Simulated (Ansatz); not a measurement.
BPH4 (SMILES BP): the energy, rung by rung

BPH4: 6 atoms, total charge 0, spin state singlet. As SMILES, `BP`. Geometry: relaxed at GFN2-xTB.

```xyz
6

B     0.0027   -0.8680    0.1189
P     0.3787    0.9288    0.2596
H    -0.7775   -1.3512    0.8429
H     0.6592   -1.5409   -0.5759
H     0.5991    1.3191   -1.0437
H    -0.8623    1.5122    0.3982
```

Each level gives the energy change with the P2–H5 bond stretched from 1.378 to 3.446 Å (eV). The values are calculated.

```tsv
level	kind	program	value (eV)	less FCI/STO-3G	CPU time (all runs)
HF/STO-3G (restricted)	Hartree–Fock	Ansatz	9.57	+5.18	0.17 s
BLYP/STO-3G (restricted)	GGA	Ansatz	6.11	+1.72	1.4 s
r2SCAN0/STO-3G (restricted)	hybrid meta-GGA	Ansatz	7.49	+3.10	3 s
wB97X/STO-3G (restricted)	range-separated hybrid	Ansatz	8.17	+3.78	6 s
B2PLYP/STO-3G (restricted)	double hybrid	Ansatz	6.24	+1.85	2.3 s
RPA@PBE/STO-3G (restricted)	RPA	Ansatz	5.44	+1.05	2.3 s
MP2/STO-3G (restricted)	perturbation theory	Ansatz	5.76	+1.37	0.21 s
CCSDTQ/STO-3G (restricted)	coupled cluster or CI	Ansatz	4.39	0.00	5.6 s
FCI/STO-3G	exact in the basis	Ansatz	4.39	0.00	6.6 s
```

FCI/STO-3G is exact within its basis and frozen core, so for wave-function methods in that basis the difference is their error; functionals converge differently with the basis, so for them it is only a difference. A spin-restricted reference rises too steeply as a bond breaks; here HF/STO-3G, BLYP/STO-3G, r2SCAN0/STO-3G, wB97X/STO-3G, B2PLYP/STO-3G, RPA@PBE/STO-3G, MP2/STO-3G lie well above the multireference or unrestricted value. The first shape isn't each level's own minimum. The values span 4.39 to 9.57 eV. All rows use very small basis sets, so none should be taken for the real molecule's value. In so small a basis fixed costs decide the times, and correlated methods can beat functionals. CPU times are rough (shared hosts, several kinds of processor and program).
